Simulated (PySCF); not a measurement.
Piperazine, C₄H₁₀N₂.
SMILES with atom numbers: `[CH2:1]1[CH2:2][NH:3][CH2:4][CH2:5][NH:6]1` (hydrogens: H7, H8 on C1; H9, H10 on C2; H11 on N3; H12, H13 on C4; H14, H15 on C5; H16 on N6)

Level: PBE0/pcSseg-1 and wB97X-D/def2-SVPD in PySCF, non-relativistic, on one gas-phase PBE0-D3(BJ)/def2-SVP geometry that isn't relaxed in the solvent. The solvent is an IEF-PCM continuum (Bondi radii, 1.10 Å for H, scaled by 1.2). Only the electrostatic response of the medium enters.

Gas phase at PBE0/pcSseg-1: HOMO -5.62 eV, LUMO 1.45 eV, dipole 0.00 D.

**Question.** What does the continuum do to the energy, the frontier levels and the dipole at PBE0/pcSseg-1 in benzene and chloroform?

**Answer.** 
```tsv
solvent	ε	E(solvent) − E(gas) (kJ/mol)	polarisation term (kJ/mol)	distortion of the solute (kJ/mol)	HOMO (eV)	LUMO (eV)	dipole (D)
benzene	2.271	-11.01	-11.61	0.60	-5.60	1.58	0.00
chloroform	4.711	-18.05	-19.56	1.51	-5.61	1.65	0.00
```

Polarisation term: ½ Σ q·V over the induced surface charges. Distortion: the rise of the solute's own energy as its density leaves the gas-phase optimum. From benzene to chloroform the lowering changes by a factor 1.64, Onsager's factor (ε − 1)/(2ε + 1) by 1.55 and ε itself by 2.1. Charge and dipole vanish, so a point-dipole model would give no lowering at all.

**Question.** Which IAO charges (PBE0/pcSseg-1) respond most in benzene (means over atoms taken as equivalent)?

**Answer.** 
```
      atoms                   environment  gas (e)  solvent (e)  change
      N3/N6      secondary amine nitrogen   -0.415       -0.426  -0.011
    H11/H16                  N–H hydrogen   +0.232       +0.238  +0.006
    H7 (×8)            methylene hydrogen   +0.130       +0.131  +0.001
C1/C2/C4/C5  sp3 carbon bound to nitrogen   -0.168       -0.169  -0.001
```

**Question.** How do the nuclear quadrupole coupling constants eQVzz/h respond in benzene?

**Answer.** 
```json
{"nucleus": "14N at N3", "Q (barn)": "0.02044", "gas (MHz)": "-5.89", "solvent (MHz)": "-5.82", "η gas": "0.07", "η solvent": "0.08"}
{"nucleus": "14N at N6", "Q (barn)": "0.02044", "gas (MHz)": "-5.89", "solvent (MHz)": "-5.82", "η gas": "0.07", "η solvent": "0.08"}
```

Gas phase at wB97X-D/def2-SVPD: HOMO -7.60 eV, LUMO 2.41 eV, dipole 0.00 D.

**Question.** What does the continuum do to the energy, the frontier levels and the dipole at wB97X-D/def2-SVPD in benzene and chloroform?

**Answer.** 
```tsv
solvent	ε	E(solvent) − E(gas) (kJ/mol)	polarisation term (kJ/mol)	distortion of the solute (kJ/mol)	HOMO (eV)	LUMO (eV)	dipole (D)
benzene	2.271	-10.73	-11.42	0.69	-7.58	2.52	0.00
chloroform	4.711	-17.71	-19.73	2.02	-7.59	2.56	0.00
```

**Question.** How does the static polarisability (wB97X-D/def2-SVPD, frozen core, with the continuum's full static response) change?

**Answer.** 
```json
{"medium": "gas", "isotropic (au)": "63.3", "principal values (au)": "58.5, 62.9, 68.5", "⟨r²⟩ of the electrons (bohr²)": "537.5"}
{"medium": "benzene", "isotropic (au)": "72.4", "principal values (au)": "67.4, 72.2, 77.7", "⟨r²⟩ of the electrons (bohr²)": "537.7"}
{"medium": "chloroform", "isotropic (au)": "78.8", "principal values (au)": "74.2, 78.6, 83.5", "⟨r²⟩ of the electrons (bohr²)": "537.8"}
```

The isotropic value in chloroform is 1.24 times the gas-phase one; no cavity-field correction is applied. ⟨r²⟩ is taken about the centre of nuclear charge.

The pairwise dispersion term of wB97X-D wasn't added to the energies; at a given geometry it leaves orbitals and properties as they are.
